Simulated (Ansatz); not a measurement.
**C₃H₆F radical: small, medium and large basis sets**

The task here is to estimate one member of a computed series from the others.

Program: Ansatz 0.2.0, Gaussian basis. Level of theory: one geometry, several basis sets. These are calculated values, not measurements.

The runs, in order: PBE0-D4/def2-SVP; ωB97M-V/def2-SVP; PBE0-D4/def2-QZVPP; ωB97M-V/def2-QZVPP; the functionals' def2-TZVPP values are taken from earlier runs.

## The relaxed structure

An earlier PBE0-D4 in a triple-zeta def2 set relaxation fixed the geometry.

SMILES `[CH2]CCF`, 10 atoms, charge 0, spin multiplicity 2.

Atoms are counted from 1 here; the program's logs count them from 0.

Bond lengths: C1–C2 1.481 Å, C1–H5 1.082 Å, C1–H6 1.082 Å, C2–C3 1.511 Å, C2–H7 1.096 Å, C2–H8 1.102 Å, C3–F4 1.385 Å, C3–H9 1.094 Å, C3–H10 1.094 Å. Angles: C2–C1–H5 120.8°, C2–C1–H6 120.2°, H5–C1–H6 118.3°, C1–C2–C3 113.6°, C1–C2–H7 110.8°, C1–C2–H8 110.7°, C3–C2–H7 108.1°, C3–C2–H8 107.7°, H7–C2–H8 105.6°, C2–C3–F4 110.1°, C2–C3–H9 111.1°, C2–C3–H10 111.2°, F4–C3–H9 107.5°, F4–C3–H10 107.4°, H9–C3–H10 109.3°.

The first run:

Contents of in.yaml:

```yaml
crystal:
  periodic: [false, false, false]
  atoms:
    - {symbol: C, position_ang: [-0.923357, 1.041004, -0.044295]}
    - {symbol: C, position_ang: [0.148453, 0.156998, -0.555894]}
    - {symbol: C, position_ang: [0.664984, -0.824594, 0.470637]}
    - {symbol: F, position_ang: [-0.355852, -1.666918, 0.880290]}
    - {symbol: H, position_ang: [-1.111787, 2.004082, -0.499891]}
    - {symbol: H, position_ang: [-1.631672, 0.670426, 0.685340]}
    - {symbol: H, position_ang: [0.998015, 0.745834, -0.921223]}
    - {symbol: H, position_ang: [-0.206204, -0.421211, -1.425015]}
    - {symbol: H, position_ang: [1.460582, -1.449217, 0.053795]}
    - {symbol: H, position_ang: [1.039838, -0.307703, 1.359357]}
basis:
  gaussian: {orbitals: def2-SVP}
magnetization: {spin_polarized: true, initial_magnetization: 1}
hamiltonian: {xc: pbe0, dispersion: d4}
output: {orbitals: {seedname: orbitals}}
```

Launch:

```console
> ansatz run in.yaml --threads 4 --pin off --events-out ev --progress --plain --max-ram 10444MiB
```

Steps of the session up to this table: PBE0-D4 in def2-SVP; ωB97M-V in def2-SVP; PBE0-D4 in def2-QZVPP; ωB97M-V in def2-QZVPP.

One table of the session follows, with a row left open; its other results are not shown here.

```
functional       basis  HOMO (eV)
   PBE0-D4    def2-SVP      -6.13
   PBE0-D4  def2-TZVPP      -6.19
   PBE0-D4  def2-QZVPP      -6.21
   ωB97M-V    def2-SVP      -8.19
   ωB97M-V  def2-TZVPP      -8.25
   ωB97M-V  def2-QZVPP          ?
```

**Question.** Estimate the row for ωB97M-V, def2-QZVPP.

The run gave: HOMO (eV): -8.27. In the column «HOMO (eV)» it is the lowest.
